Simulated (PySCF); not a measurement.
**BH from Hartree–Fock to correlated methods**

State: ¹Σ⁺ (singlet), closed shell. Set-up: PySCF, no relativity, basis sets B 6-31G(d,p), H 6-31G(d,p). De refers to B + H in their high-spin ground configurations, without counterpoise correction. A positive dipole means B(−)H(+).

| Level | Re (Å) | ωe (cm⁻¹) | De (eV) | μ (D) | CPU s a point (SCF and correlation, without the integrals) |
| --- | --- | --- | --- | --- | --- |
| RHF | 1.227 | 2485 | 2.69 | 1.49 | 0.01 |
| RHF-MP2 | 1.228 | 2464 | 3.34 | n/a | 0.01 |
| RHF-SCS-MP2 | 1.228 | 2459 | 3.44 | n/a | n/a |
| RHF-CCSD | 1.234 | 2399 | 3.49 | n/a | n/a |
| RHF-CCSD(T) | 1.235 | 2393 | 3.50 | n/a | 0.069 |
| PBE | 1.264 | 2221 | 3.56 | 1.20 | 0.1 |
| PBEsol | 1.272 | 2192 | 3.66 | 1.20 | 0.079 |
| TPSS | 1.245 | 2327 | 3.68 | 1.32 | 0.19 |
| r²SCAN | 1.253 | 2276 | 3.47 | 1.28 | 0.16 |
| TPSSh | 1.242 | 2350 | 3.67 | 1.34 | 0.19 |
| PBE0 | 1.250 | 2313 | 3.52 | 1.30 | 0.18 |

(1) What are the measured Re and ωe, and which levels come closest?

```csv
Level,error in Re (pm),error in ωe (%)
RHF,-0.6,5.0
RHF-MP2,-0.4,4.1
RHF-SCS-MP2,-0.4,3.9
RHF-CCSD,0.2,1.3
RHF-CCSD(T),0.2,1.1
PBE,3.2,-6.2
PBEsol,3.9,-7.4
TPSS,1.3,-1.7
r²SCAN,2.0,-3.8
TPSSh,1.0,-0.7
PBE0,1.8,-2.3
```

Correlated steps freeze 1 core orbital. Correlated levels converge slowly with the basis: in double zeta they bind strong bonds too weakly, by up to about 1 eV, and carry superposition errors of some tenths. Where the molecule has an RHF reference, its open-shell atoms are computed with UHF.

The whole job (state search and all levels along the bond) took about 0.28 min on 1 thread of Arm Neoverse V2 (shared host), peak memory 0.3 GiB.

Answers

(1) Re = 1.2324 Å and ωe = 2366.9 cm⁻¹ (Huber and Herzberg, Constants of Diatomic Molecules (1979)). Closest are RHF-CCSD for the length (off by 0.002 Å) and TPSSh for the frequency (off by -0.7 %).
